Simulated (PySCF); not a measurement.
**The electron affinity along the second row**

Calculated with PySCF 2.14 from differences of total energies of unrestricted determinants, without spin-orbit coupling. Values in eV. The last column holds reference values (measured affinities from photodetachment; the arrow runs from anion to atom). Unmarked ones compare directly (S terms, centres of terms, or small fine structure); those marked * lie between the lowest fine-structure levels and include a spin-orbit shift.

```csv
element,configurations,UHF,LDA,PBE0,r2SCAN,CCSD (valence),CCSD(T) (valence),reference
"Li (dyall-av3z, spin-free X2C)",[He] 2s2 → [He] 2s1,-0.123,0.590,0.493,0.448,0.615,0.615,0.618
"B (dyall-av3z, spin-free X2C)",[He] 2s2 2p2 → [He] 2s2 2p1,-0.305,0.764,0.488,0.603,0.169,0.235,0.280
"C (dyall-av3z, spin-free X2C)",[He] 2s2 2p3 → [He] 2s2 2p2,0.449,1.819,1.421,1.499,1.145,1.219,1.262
"O (dyall-av3z, spin-free X2C)",[He] 2s2 2p5 → [He] 2s2 2p4,-0.582,2.068,1.388,1.515,1.178,1.332,1.461
"F (dyall-av3z, spin-free X2C)",[Ne] → [He] 2s2 2p5,1.166,4.124,3.232,3.303,3.132,3.299,3.401
```

**Question.** Which of these methods has the smallest mean absolute error against the measured values here?

**Answer.** CCSD(T) (valence), with 0.065 eV.

| method | elements | mean error (eV) | mean absolute error (eV) | largest error (eV) |
| --- | --- | --- | --- | --- |
| UHF | 5 | -1.283 | 1.283 | -2.235 |
| LDA | 5 | 0.469 | 0.480 | 0.722 |
| PBE0 | 5 | 0.000 | 0.147 | 0.208 |
| r2SCAN | 5 | 0.069 | 0.177 | 0.323 |
| CCSD (valence) | 5 | -0.157 | 0.157 | -0.284 |
| CCSD(T) (valence) | 5 | -0.065 | 0.065 | -0.130 |

The highest occupied level of the anion is positive for Li⁻ at LDA, PBE0, r2SCAN; B⁻ at LDA, PBE0, r2SCAN; C⁻ at LDA, PBE0, r2SCAN; O⁻ at LDA, PBE0, r2SCAN; F⁻ at LDA, r2SCAN, so there the basis helps to hold the electron.

Errors include the incompleteness of the basis and the frozen core.

"Valence" correlates the outer s and p shells and, in groups 3 to 12 and the f block, the outer d or f shell, open or full, or the next shell where the ion has no valence electron left; the wider scheme adds the next inner shell.
